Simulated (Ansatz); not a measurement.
These are Ansatz (a program for electronic structure) with PBE0-D3(BJ)/def2-SVP values and carry that method's errors. No frequencies were computed at this level.

Ansatz 0.2 input:
```yaml
crystal:
  periodic: [false, false, false]
  atoms:
    - { symbol: C, position_ang: [-0.617629, -1.064589, -0.625126] }
    - { symbol: N, position_ang: [-0.109299, -0.198132, 0.416539] }
    - { symbol: C, position_ang: [1.332066, -0.086408, 0.351754] }
    - { symbol: C, position_ang: [-0.740771, 1.103261, 0.373728] }
    - { symbol: H, position_ang: [-1.695533, -1.168098, -0.509052] }
    - { symbol: H, position_ang: [-0.161544, -2.048503, -0.525315] }
    - { symbol: H, position_ang: [-0.409014, -0.682395, -1.638004] }
    - { symbol: H, position_ang: [1.680445, 0.525664, 1.182455] }
    - { symbol: H, position_ang: [1.771575, -1.078639, 0.443261] }
    - { symbol: H, position_ang: [1.683259, 0.367318, -0.589687] }
    - { symbol: H, position_ang: [-0.541162, 1.643983, -0.566107] }
    - { symbol: H, position_ang: [-1.817627, 0.981321, 0.481312] }
    - { symbol: H, position_ang: [-0.374766, 1.705218, 1.204241] }
basis:
  gaussian: { orbitals: def2-svp }
hamiltonian:
  xc: pbe0
  dispersion: d3bj
relax:
  max_steps: 150
```

Output:

```
Functional definition: PBE0
1159 factors; integrals over basis functions are off by at most 3.2e-4 eV
mean field evaluation 1: about -4732.0028 eV, gradient 5.0e1 eV
mean field evaluation 2: about -4730.0414 eV, gradient 5.7e1 eV
mean field evaluation 4: about -4738.2400 eV, gradient 2.1e0 eV
mean field evaluation 8: about -4738.2830 eV, gradient 4.8e-2 eV
mean field evaluation 16: about -4738.2830 eV, gradient 1.1e-5 eV
mean field -4738.28301327 eV, -174.1286890139 hartree, gradient 1.1e-5 eV, S^2 0.000000; 0 other end points of the search recorded, 0 dependent functions left out
reference -4738.28303690 eV, -174.1286898826 hartree; 17, 17 occupied and 84, 84 virtual orbitals, 1159 factors
relax step   1: F+E_penalty+E_count = -4738.47579584 eV  Δ(F+E_penalty+E_count) = +0.000e0 eV  max|allowed force component| = 7.463e-1 eV/Å  Δτ_max = 0.0000 Å  (26 SCF iters, accepted)
these checks for a lower state are left out or cut short: starts, cluster_reference, orbital_swaps, neighbouring_geometries, increment
1159 factors; integrals over basis functions are off by at most 3.3e-4 eV
mean field -4738.31302235 eV, -174.1297918276 hartree, gradient 1.0e-5 eV, S^2 0.000000; 0 other end points of the search recorded, 0 dependent functions left out
reference -4738.31304606 eV, -174.1297926989 hartree; 17, 17 occupied and 84, 84 virtual orbitals, 1159 factors
relax step   2: F+E_penalty+E_count = -4738.50487973 eV  Δ(F+E_penalty+E_count) = -2.908e-2 eV  max|allowed force component| = 3.670e-1 eV/Å  Δτ_max = 0.0201 Å  (28 SCF iters, accepted)
these checks for a lower state are left out or cut short: starts, cluster_reference, orbital_swaps, neighbouring_geometries, increment
1159 factors; integrals over basis functions are off by at most 3.4e-4 eV
mean field evaluation 32: about -4738.3186 eV, gradient 9.8e-6 eV
mean field -4738.31860641 eV, -174.1299970378 hartree, gradient 9.8e-6 eV, S^2 0.000000; 0 other end points of the search recorded, 0 dependent functions left out
reference -4738.31863010 eV, -174.1299979086 hartree; 17, 17 occupied and 84, 84 virtual orbitals, 1159 factors
relax step   3: F+E_penalty+E_count = -4738.51017487 eV  Δ(F+E_penalty+E_count) = -5.295e-3 eV  max|allowed force component| = 5.545e-2 eV/Å  Δτ_max = 0.0148 Å  (28 SCF iters, accepted)
these checks for a lower state are left out or cut short: starts, cluster_reference, orbital_swaps, neighbouring_geometries, increment
1159 factors; integrals over basis functions are off by at most 3.4e-4 eV
mean field -4738.31883296 eV, -174.1300053635 hartree, gradient 6.5e-6 eV, S^2 0.000000; 0 other end points of the search recorded, 0 dependent functions left out
reference -4738.31885665 eV, -174.1300062341 hartree; 17, 17 occupied and 84, 84 virtual orbitals, 1159 factors
relax step   4: F+E_penalty+E_count = -4738.51036538 eV  Δ(F+E_penalty+E_count) = -1.905e-4 eV  max|allowed force component| = 4.771e-3 eV/Å  Δτ_max = 0.0050 Å  (22 SCF iters, accepted)
1159 factors; integrals over basis functions are off by at most 3.4e-4 eV
mean field -4738.31883296 eV, -174.1300053635 hartree, gradient 6.5e-6 eV, S^2 0.000000; 1 other end points of the search recorded, 0 dependent functions left out
reference -4738.31885665 eV, -174.1300062341 hartree; 17, 17 occupied and 84, 84 virtual orbitals, 1159 factors
Total energy: -4738.51038907 eV, -174.1370449206 hartree
Atom 0 at    -0.618583    -1.066295    -0.623477 Å, force    -0.002037    -0.003501    -0.002639 eV/Å
Atom 1 at    -0.102180    -0.185238     0.389419 Å, force    -0.000159    -0.000320     0.000639 eV/Å
Atom 2 at     1.332421    -0.087458     0.354059 Å, force     0.004771    -0.000085     0.000773 eV/Å
Atom 3 at    -0.741830     1.102993     0.376110 Å, force    -0.002479     0.004066     0.000877 eV/Å
Atom 4 at    -1.708163    -1.179852    -0.509710 Å, force     0.003977     0.001359     0.000724 eV/Å
Atom 5 at    -0.165515    -2.065410    -0.525906 Å, force    -0.000828     0.004100     0.000791 eV/Å
Atom 6 at    -0.423941    -0.708262    -1.662095 Å, force    -0.001824    -0.003211     0.000056 eV/Å
Atom 7 at     1.692912     0.526501     1.194370 Å, force    -0.002706    -0.001994    -0.002625 eV/Å
Atom 8 at     1.784573    -1.087033     0.451171 Å, force    -0.002991     0.003015    -0.000293 eV/Å
Atom 9 at     1.721534     0.368144    -0.587122 Å, force     0.002711    -0.000936     0.002328 eV/Å
Atom 10 at    -0.559661     1.677539    -0.562783 Å, force    -0.002137     0.001879     0.002384 eV/Å
Atom 11 at    -1.831322     0.988177     0.489457 Å, force     0.004109    -0.001053    -0.000376 eV/Å
Atom 12 at    -0.380246     1.716196     1.216505 Å, force    -0.000406    -0.003318    -0.002638 eV/Å
Dipole moment:     0.021166     0.038375    -0.080670 e Å
```

Cost: very roughly 25 core-seconds.
